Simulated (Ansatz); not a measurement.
# SiH3+ (singlet): from Hartree-Fock to the top rungs at scale of all distances = 1.757, cc-pVDZ

How much of the correlation energy of SiH3+ (singlet) does each wave-function method recover here?

Method: cc-pVDZ, core rule «outside noble gas», up to 5 orbitals frozen; program: Ansatz 0.2.0, Gaussian basis.

To be run: UHF; CCSD(T) on RHF; CCSD(T) on UHF; BCCD(T) on RHF; CISD; CCSDT(Q) on RHF; CCSDT(Q) on UHF; CCSDTQ on RHF; CASSCF and MRCISD+Q, 2 electrons in 2 orbitals; CASSCF and NEVPT2, 2 electrons in 2 orbitals; CASSCF and MRCISD+Q, 6 electrons in 7 orbitals; CASSCF and NEVPT2, 6 electrons in 7 orbitals; Full CI.

8 further runs of the same task are left out: 2 for a known fault of the program, 6 that didn't finish.

## Step 1: The system

The geometry derives from a PBE0/def2-TZVP stationary point (not a proven minimum). All distances are scaled together.

4 atoms, charge 1, spin multiplicity 1.

Atoms are counted from 1 here; the program's logs count them from 0.

No contacts short enough for the rule that draws bonds.

## Step 2: UHF

in.yaml reads:

```yaml
crystal:
  periodic: [false, false, false]
  atoms:
    - {symbol: Si, position_ang: [0.000000, 0.000000, 0.000000]}
    - {symbol: H, position_ang: [2.586204, 0.024997, -0.000169]}
    - {symbol: H, position_ang: [-1.314750, 2.227214, -0.005104]}
    - {symbol: H, position_ang: [-1.271453, -2.252211, 0.005273]}
basis:
  gaussian: {orbitals: cc-pVDZ}
total_charge: 1
magnetization: {spin_polarized: true, initial_magnetization: 0}
hamiltonian: {xc: hf}
output: {orbitals: {seedname: orbitals}}
```

Run with:

```
$ ansatz run in.yaml --threads 1 --pin off --events-out ev --progress --plain --max-ram 2393MiB
```

The runs that follow: CCSD(T) on RHF; CCSD(T) on UHF; BCCD(T) on RHF; CISD; CCSDT(Q) on RHF; CCSDT(Q) on UHF; CCSDTQ on RHF; CASSCF and MRCISD+Q, 2 electrons in 2 orbitals; CASSCF and NEVPT2, 2 electrons in 2 orbitals; CASSCF and MRCISD+Q, 6 electrons in 7 orbitals; CASSCF and NEVPT2, 6 electrons in 7 orbitals; Full CI.

Before running them: what should the planned runs give, taken together? Wanted: FCI below the RHF energy; RMP2 from FCI; UMP2 from FCI; RCCSD from FCI; RCCSD(T) from FCI; UCCSD(T) from FCI; RCCSDT(Q) from FCI; UCCSDT(Q) from FCI; NEVPT2 valence from FCI.

As calculated:

```
                         quantity                                                 value
         FCI below the RHF energy                                            -6.1263 eV
                    RMP2 from FCI                                       +57.75 kcal/mol
                    UMP2 from FCI                                       +33.82 kcal/mol
                   RCCSD from FCI                                       +17.20 kcal/mol
                RCCSD(T) from FCI                                        +5.96 kcal/mol
                UCCSD(T) from FCI                                        +8.29 kcal/mol
               RCCSDT(Q) from FCI                                        +0.14 kcal/mol
               UCCSDT(Q) from FCI                                        +1.14 kcal/mol
          NEVPT2 valence from FCI                                        +6.20 kcal/mol
        MRCISD+Q valence from FCI                                        +0.05 kcal/mol
levels within 1 kcal/mol (43 meV)  RCCSDT(Q), RCCSDTQ, MRCISD valence, MRCISD+Q valence
                    T1 diagnostic                                                 0.045
   effectively unpaired electrons                                                  1.97
```

In words: RCCSD(T) misses by +5.96 kcal/mol, 4.2 % of the correlation energy. CCSD(T) misses by +5.96 kcal/mol on the restricted determinant and by +8.29 kcal/mol on the unrestricted one; the two need not hold the same state or core. With 2.0 effectively unpaired electrons against 0 the state is strongly multireference. Of the multireference levels listed MRCISD+Q valence comes nearest in total energy (+0.05 kcal/mol), which doesn't show that its space is the better one. These misses are within one basis, not against nature.
